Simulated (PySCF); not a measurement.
C2H3, SMILES [CH]=C, multiplicity 2.

Geometry: PBE-D3(BJ)/def2-TZVP. The isomer is the one that the SMILES or the coordinates give; other isomers of the formula were not compared.

These are PBE-D3(BJ)/def2-TZVP in PySCF values and carry that method's errors.

Harmonic, unscaled wavenumbers; measured fundamentals usually lie a few per cent lower.

| mode | ν (cm⁻¹) | IR (km/mol) | moving atoms (share of kinetic energy) |
|---|---|---|---|
| 1 | 680 | 25.0 | H 95 % |
| 2 | 783 | 14.0 | H 77 %, C 23 % |
| 3 | 882 | 77.8 | H 81 %, C 19 % |
| 4 | 1005 | 8.6 | H 64 %, C 36 % |
| 5 | 1343 | 9.2 | H 92 % |
| 6 | 1617 | 1.9 | C 90 %, H 10 % |
| 7 | 2972 | 5.1 | H 94 % |
| 8 | 3069 | 2.6 | H 91 %, C 9 % |
| 9 | 3178 | 0.8 | H 90 %, C 10 % |
